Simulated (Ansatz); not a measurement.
## Cu: pressure series

Take Cu in the fcc (Cu type) structure (space group Fm-3m, No. 225; a = 3.577 Å) as the base.

Cell and atoms are relaxed at each pressure.

Computed with plane-wave PAW DFT at the r2SCAN level (Ansatz, a first-principles code, 500 eV), no spin-orbit coupling.

```
pressure (GPa)  volume per atom (Å³/atom)
--------------  -------------------------
-2                                 11.584
-1                                      ?
0                                  11.440
0.9                                11.378
2.1                                11.298
9                                  10.897
15                                 10.604
22.5                               10.293
30                                 10.027
```

Question: Fit the third-order Birch–Murnaghan form P(V) = (3B₀/2)[(V₀/V)^(7/3) − (V₀/V)^(5/3)]·[1 + (3/4)(B₀′ − 4)((V₀/V)^(2/3) − 1)] (squares taken in P) to the rows shown and predict the withheld row.

Answer: Least squares on the printed values gives V₀ = 11.440 Å³/atom, B₀ = 164 GPa, B₀′ = 5.0; this predicts 11.511 Å³/atom, and the run gives 11.510 Å³/atom, in agreement.

Measured bulk modulus of Cu: 144.3 GPa (static lattice; corrected from measurement; as listed in Daniel Mejia-Rodriguez, S. B. Trickey, Phys. Rev. B (2018)); the computed value is 14 % above it.

Load acts through the strain it causes; cell and atoms are relaxed under it. Stability against distortions was not tested. No other phases were tried under pressure. The final runs are not spin-polarised.
